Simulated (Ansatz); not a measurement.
Si2H8S, closed shell: at a first-order saddle point.

in.yaml

```yaml
crystal:
  periodic: [false, false, false]
  atoms:
    - {symbol: Si, position_ang: [-0.578939, 0.195039, -0.478361]}
    - {symbol: H, position_ang: [-0.317985, -1.363181, 0.162099]}
    - {symbol: H, position_ang: [-0.246264, 1.318156, -1.416707]}
    - {symbol: H, position_ang: [-2.049953, 0.012184, -0.495102]}
    - {symbol: Si, position_ang: [0.333682, 0.904812, 1.567319]}
    - {symbol: H, position_ang: [-0.172368, -1.685793, -0.846062]}
    - {symbol: S, position_ang: [0.017251, -1.336264, -2.385421]}
    - {symbol: H, position_ang: [1.788176, 0.575835, 1.555855]}
    - {symbol: H, position_ang: [-0.297201, 0.163492, 2.693146]}
    - {symbol: H, position_ang: [0.195775, 2.371519, 1.791966]}
    - {symbol: H, position_ang: [1.328028, -1.155898, -2.148532]}
basis:
  gaussian: {orbitals: def2-TZVPP}
hamiltonian: {xc: {name: r2SCAN0}, dispersion: d4}
```

Run by:

```bash
ansatz run in.yaml --threads 4 --pin off --events-out ev --progress --plain --max-ram 9574MiB
```

What Ansatz 0.2.0 printed:

```
Functional definition: r2SCAN0
  name "r2SCAN0"
  cite "Bursch, Neugebauer, Ehlert & Grimme, J. Chem. Phys. 156, 134105 (2022) doi:10.1063/5.0086040"
  cite "Furness, Kaplan, Ning, Perdew & Sun, J. Phys. Chem. Lett. 11, 8208 (2020) doi:10.1021/acs.jpclett.0c02405"
  cite "Furness, Kaplan, Ning, Perdew & Sun, J. Phys. Chem. Lett. 11, 9248 (2020) doi:10.1021/acs.jpclett.0c03077"
  parent r2scan
  parameter a = 0.25
  parameter k0 = 0.174
  parameter k1 = 0.065
  parameter a1 = 4.9479
  exchange = (1 - a)*r2scan_x(k0 = k0, k1 = k1, a1 = a1) + a*exact_x
  correlation = r2scan_c
1369 factors; their error is unknown
mean field evaluation 1: about -26716.0359 eV, gradient 1.4e1 eV
mean field evaluation 2: about -26716.4859 eV, gradient 8.3e0 eV
mean field evaluation 4: about -26716.6562 eV, gradient 9.4e-1 eV
mean field evaluation 8: about -26716.6946 eV, gradient 2.6e-1 eV
mean field evaluation 16: about -26716.6947 eV, gradient 4.1e-5 eV
mean field -26716.69468775 eV, -981.8204205488 hartree, gradient 4.1e-5 eV, S^2 0.000000; 0 other end points of the search recorded, 0 dependent functions left out
reference -26716.69469908 eV, -981.8204209652 hartree; 26, 26 occupied and 212, 212 virtual orbitals, 1369 factors
Total energy: -26716.76543116 eV, -981.8230203211 hartree
```

The lines “mean field evaluation” count trial sets of orbitals through the whole run, from several starts and some on an approximate energy, so they need not fall steadily or lie above the final value.

Hardware: 4 CPU threads of an Arm Neoverse V1, shared host. Wall time about 4.1 s.
